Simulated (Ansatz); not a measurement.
Species: C₂H₃, SMILES `[CH]=C` (charge 0, multiplicity 2), formula C2H3.

Problem. How many basis functions does frozen-core CCSD(T)/def2-TZVPP // B3LYP-D3(BJ)/def2-TZVP (Ansatz, a quantum-chemistry and plane-wave program) use, how many core orbitals are frozen, and how many electrons are correlated?

Solution. 104 basis functions and 2 frozen orbitals, which leaves 11 correlated electrons. Core time is of the order of seconds.
